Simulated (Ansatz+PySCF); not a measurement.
Values are calculated unless marked as measured or tabulated.
# Several solutions for doublet C3H5

```yaml
atoms:
  - { symbol: C, position_ang: [0.0000, 0.0000, -0.4772] }
  - { symbol: C, position_ang: [0.0000, 1.3283, 0.2117] }
  - { symbol: C, position_ang: [0.0000, -1.3283, 0.2117] }
  - { symbol: H, position_ang: [0.0000, 0.0000, -1.6620] }
  - { symbol: H, position_ang: [0.0000, 2.3372, -0.3986] }
  - { symbol: H, position_ang: [0.0000, 1.4024, 1.3909] }
  - { symbol: H, position_ang: [0.0000, -2.3372, -0.3986] }
  - { symbol: H, position_ang: [0.0000, -1.4024, 1.3909] }
```

Basis set: def2-SVP (spherical functions). Charge 0, multiplicity 2.

ROHF was run from several starts with Ansatz (development build ahead of 0.2.0) and PySCF 2.14.0.

```
run  program                                 start  converged  energy (hartree)  <S²>
  A    PySCF                      program defaults        yes        -116.30527  0.75
  B   Ansatz               atomic start, no search        yes        -116.30527  0.75
  C    PySCF      guess 1e, instabilities followed        yes        -116.30700  0.75
  D   Ansatz               stability test followed        yes        -116.30700  0.75
  E    PySCF  guess huckel, instabilities followed        yes        -116.30700  0.75
  F    PySCF   guess minao, instabilities followed        yes        -116.30700  0.75
  G    PySCF    guess atom, instabilities followed        yes        -116.30700  0.75
  H   Ansatz           search for the lowest state        yes        -116.30700  0.75
```

Q: Which runs reached the lowest solution of this kind, and what is wrong with the others?

A: C, D, E, F, G, H reached the lowest solution found. Converged but too high: A by 0.05 eV, B by 0.05 eV. Convergence only shows a stationary point, and even a stable one can lie too high; stability tests and further starts are what find lower ones. Caution: an unrestricted determinant lies well below (0.92 eV lower). Caution: the determinant breaks the point group.
